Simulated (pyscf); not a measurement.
## Routes from HN=B–F (SMILES N=BF) + H₂ (SMILES [H][H])

Candidate steps break at most two bonds and form at most two. Each was searched with GFN2-xTB (tblite) first. Optimised with ωB97X-D3(BJ)/def2-SVP in PySCF. Energies: ωB97M-D3(BJ)/def2-TZVP, kcal/mol, from the separated reactants, singlet surface; ΔG‡ with ideal gas, 1 atm, RRHO with modes under 100 cm⁻¹ raised to 100, one conformer, R ln 2 for chiral ones without a mode under 150 cm⁻¹.

| products | type | ΔE‡ | ΔE | ΔG‡ 298 K | ΔG‡ 900 K | ν‡ (cm⁻¹) |
|---|---|---|---|---|---|---|
| HB=NH + HF | four-centre exchange | 55.4 | +15.4 | 63.3 | 79.4 | 1365i |
| B–F [singlet] + NH₃ | concerted two-bond exchange | 89.0 | +28.8 | 95.4 | 109.9 | 1430i |

Plain bond fissions and candidates not yet searched are not listed, and one of them may be faster. Each barrier is that of the saddle found; lower ones may exist. A restricted solution here is unstable towards spin polarisation, so biradical character is likely and single-reference numbers are less safe.
